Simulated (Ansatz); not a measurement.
bcc Mo: how far can PBE be trusted?

Programs: Ansatz (a quantum-chemistry and plane-wave program).

```csv
property,PBE,LDA,PBEsol,HSE06,reference,PBE less reference
lattice constant a (Å),3.161,3.111,3.130,3.136,3.141,+0.64 %
bulk modulus B0 (GPa),259,293,280,293,265,-2.3 %
cohesive energy (eV/atom),6.31,8.10,7.12,–,6.84,-0.53 eV/atom
elastic constant C11 (GPa),458,509,491,514,478,-4.2 %
elastic constant C44 (GPa),98.8,105,105,116,112,-11.8 %
polycrystal shear modulus (GPa),116,125,124,134,–,–
```

PBE is well off the measurement for the lattice constant a (+0.64 %, at least halved by HSE06); cohesive energy (-0.53 eV/atom); elastic constant C44 (-11.8 %, at least halved by HSE06). It does well for the bulk modulus (-2.3 %), elastic constant C11 (-4.2 %). Where no measured value is used, PBE differs from HSE06 by -13.4 % in the Voigt–Reuss–Hill shear modulus.

Low-temperature values still hold zero-point motion unless their source removed it.

Called good within 5.0 % for the bulk modulus, 5.0 % for the elastic constant C11.

Called well off clearly beyond 0.50 % for the lattice constant a, 10.0 % for the bulk modulus, 0.20 eV/atom for the cohesive energy, 10.0 % for the elastic constant C11, 10.0 % for the elastic constant C44 (bounds picked here from the quality of each reference).

The references are measured values: lattice constant a corrected to a static lattice, bulk modulus corrected to a static lattice, cohesive energy corrected to a static lattice, elastic constant C11 low temperature, elastic constant C44 low temperature.

Unless a row names a cell, each level is at its own relaxed cell.

Caveats: hybrids on metals are sensitive to the k mesh (HSE06); shear constants of such metals converge slowly with the k mesh (PBE, LDA, PBEsol, HSE06). Ansatz's density-functional and Hartree–Fock values are scalar-relativistic unless marked +SOC, with PAW data made under PBE.

References as tabulated in Gong and Corso (2024), arXiv:2406.16634; Mejia-Rodriguez and Trickey (2018), arXiv:1807.09216; doi:10.1021/acs.jctc.3c00612; Jana et al. (2018), arXiv:1807.00350.
